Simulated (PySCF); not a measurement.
A first-order proton ENDOR spectrum was simulated from computed couplings for a radical in fast tumbling at B = 1213.3 mT (Q band).

Class means under 0.5 MHz are left out. Line positions in MHz: 38.04, 42.77, 45.96, 50.79, 52.52, 57.36, 60.55, 65.28.

Q: What is the proton Larmor frequency at this field?

A: νH = 5.58569 × 7.62259 MHz/T × 1.2133 T = 51.66 MHz.

Q: Pair the lines and read off the couplings.

A: For S = 1/2 in fast tumbling each set of equivalent nuclei gives two lines, ν± = |νn ± a/2| to first order, with νn = g_N μN B/h and μN/h = 7.62259 MHz/T. A pair with |a| < 2νn is centred on νn and split by |a|; one with |a| > 2νn is centred on |a|/2 and split by 2νn.

| lower line | upper line | centred on | \|a\| (MHz) |
| --- | --- | --- | --- |
| 38.04 | 65.28 | νn | 27.24 |
| 42.77 | 60.55 | νn | 17.78 |
| 45.96 | 57.36 | νn | 11.39 |
| 50.79 | 52.52 | νn | 1.73 |

C5H6F (doublet state).
Cartesian coordinates in Å at the GFN2-xTB level; atoms count from 1:
```xyz
12
C5H6F angstrom
C     -1.5847   -0.0040   -0.0299
C     -0.1824   -0.5341   -0.2216
F     -0.1865   -1.4764   -1.2234
C      0.5903   -0.9327    1.0186
C      1.5474   -0.0290    0.9125
C      0.9696    0.5048   -0.3868
H     -1.9303    0.4624   -0.9508
H     -2.2517   -0.8270    0.2173
H     -1.5992    0.7233    0.7767
H      2.4077    0.2615    1.4786
H      0.6372    1.5415   -0.3530
H      1.5839    0.3091   -1.2640
```

The species is `C1C[C@@](C)(F)[C]=1` [radical].

Q: This is the radical. Which protons give which coupling, and how does each split the EPR lines?

A: 27.2 MHz (computed sign +): H11, 3 bonds from C4, a 1:1 doublet of 0.972 mT; 17.8 MHz (computed sign +): H10, 2 bonds from C4, a 1:1 doublet of 0.634 mT; 11.4 MHz (computed sign +): H12, 3 bonds from C4, a 1:1 doublet of 0.407 mT; 1.7 MHz (computed sign +): H7/H8/H9, 3 bonds from C4, a 1:3:3:1 quartet of 0.062 mT. To first order the positions of ENDOR lines don't depend on how many nuclei share a coupling.

Computed with UKS B3LYP, pcH-1 on C F H, non-relativistic, mean-field spin-orbit, GIAO in PySCF. Isolated species at its GFN2-xTB geometry, gas phase. A GFN2-xTB geometry isn't a minimum of the functional, and hyperfine couplings can be far from their values at a DFT geometry. No stability test was run, so a lower SCF solution isn't excluded.

Nuclei that the bonding pattern makes equivalent are averaged, as if the motion that swaps them (rotation, inversion, ring flip) were fast.
